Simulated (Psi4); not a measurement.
# AlH (SMILES [AlH]): FNO-CISD/6-311+G(d) (occ tolerance 0.0001)

Wanted: a geometry optimisation of AlH. 

The calculation is run with Psi4 1.11.

## (1) The structure to begin with

AlH has 2 atoms, charge 0, and is taken as a singlet. As SMILES, `[AlH]`. The shape comes from GFN2-xTB, which is rough for such elements, and wasn't checked as a minimum. The run starts from this shape.

Bond lengths: Al1–H2 1.613 Å.

## (2) A geometry optimisation at FNO-CISD/6-311+G(d) (occ tolerance 0.0001)

Contents of calc.in:

```
memory 1600 MB

molecule geom {
  0 1
  Al     0.00000000     0.00000000     0.00000000
  H      0.00000000     0.00000000     3.04901641
  units au
}

set {
  reference     rhf
  scf_type      pk
  occ_tolerance 0.0001
  geom_maxiter  50
}

energy_value = opt("fno-cisd/6-311+G*")
print_variables()
```

Started as:

```bash
$ psi4 -i calc.in -o calc.out -n 1
```

**Question.** What will come out? Wanted: total energy at the end; correlation energy; bond length.

Answer, from the run:

At FNO-CISD/6-311+G* (occ tolerance 0.0001):

| quantity | value |
| --- | --- |
| total energy at the end | -242.63315 Eh |
| correlation energy | -178.6 mEh |
| bond length | 1.657 Å |

In words: At the final geometry: Bond lengths: Al1–H2 1.657 Å. The optimisation took 3 steps and changed the energy by -0.011 eV.
